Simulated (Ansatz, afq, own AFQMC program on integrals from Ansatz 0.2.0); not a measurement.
AFQMC on a folder of integrals that Ansatz 0.2.0 wrote.

```yaml
crystal:
  periodic: [false, false, false]
  atoms:
    - {symbol: O, position_ang: [0.000000, 0.000000, 0.000000]}
basis:
  gaussian: {orbitals: aug-cc-pVTZ}
total_charge: 1
magnetization: {spin_polarized: true, initial_magnetization: 3}
correlation: {method: ccsd_t, electrons: outside_noble_gas, hamiltonian_folder: ham}
```

```sh
$ ansatz run in.yaml --threads 1 --pin off --events-out ev --progress --plain --max-ram 15360MiB --backend cuda --devices 0, --max-vram 18GiB
```

afq runs on the folder ham with

```
--method phaseless --trial cisd --walkers 4000 --populations 20 --least-time 60 --time-step 0.005 --steps-per-block 50 --equilibration-blocks 28 --max-blocks 4000 --target-error 0.00014 --factor-cut 1e-05 --start spin_pure --seed 602 --release-times 0.24,0.51,0.99,1.62,2.4 --release-step 0.03 --release-every 3 --taylor-order 6
```

Times are imaginary, in 1/Eh. The walk had a cap of 135 s. With eight or more populations the least sampling time is a fifth of least-time, and the error comes from their spread.

Log:

```
orbitals 45  electrons 4 1  factors 279 of 279
reference energy -74.37075009 Eh
CCSD correlation -0.11338035 Eh in 7 cycles, weight of the determinant in the CISD state 0.9749
energy of the start -74.484103 Eh
 block  time / (1/Eh)  mean weight  energy / Eh
     1     0.250  1.0001  -74.484899
     2     0.500  0.9997  -74.485511
     3     0.750  0.9999  -74.485808
     4     1.000  0.9998  -74.485906
     5     1.250  0.9999  -74.485937
    10     2.500  1.0004  -74.486100
    15     3.750  1.0003  -74.486007
    20     5.000  0.9998  -74.486067
    25     6.250  1.0000  -74.486102
    30     7.500  1.0001  -74.485918
    35     8.750  0.9998  -74.486002
    40    10.000  1.0003  -74.486021
    45    11.250  1.0002  -74.486008
    50    12.500  0.9998  -74.485974
    55    13.750  0.9996  -74.486068
    60    15.000  1.0000  -74.486019
    65    16.250  1.0000  -74.486083
    70    17.500  0.9999  -74.485940
    75    18.750  0.9998  -74.485824
    78    19.500  0.9999  -74.486141
error from the spread of 20 populations
released: time / (1/Eh)  energy / Eh  error  mean overlap
  0.24  -74.486032  0.000016  0.9982
  0.51  -74.486035  0.000013  0.9961
  0.99  -74.486029  0.000012  0.9948
  1.62  -74.486044  0.000013  0.9893
  2.40  -74.486067  0.000015  0.9805
energy -74.486007 +/- 0.000011 Eh
(rows thinned)
```

The run passed its tests (sampling time, drift between the halves within three errors, error under three times the target), which doesn't prove that it has relaxed.

Against this walk (error 0.3 meV) on the same determinant: CCSD(T) 5.6 meV higher, CCSDT(Q) 0.8 meV lower, full CI 0.9 meV lower. The error is statistical and leaves out the bias of the constraint. Released to 2.40 1/Eh the energy lies 1.6 ± 0.5 meV (both errors) below the phaseless value, which shows part or all of the bias of the constraint, and full CI lies 0.8 meV above the released value.

Cautions: constraint bias not in the error.

The walk took 30 s on 1 × NVIDIA H100 80GB HBM3 with 2 threads of AMD EPYC 7R13 Processor (Zen 3), with other jobs on the host (the card was shared). The log's last line is the phaseless energy.

CCSDT and higher add their correlation energy to the determinant of the CCSD(T) run, since their own runs factorise the integrals more tightly (a shift of under 2 meV). A walk keeps the symmetry of its determinant, which the program's search chose and which needn't be the lowest solution, so a lower state of the same spin and another symmetry isn't excluded.
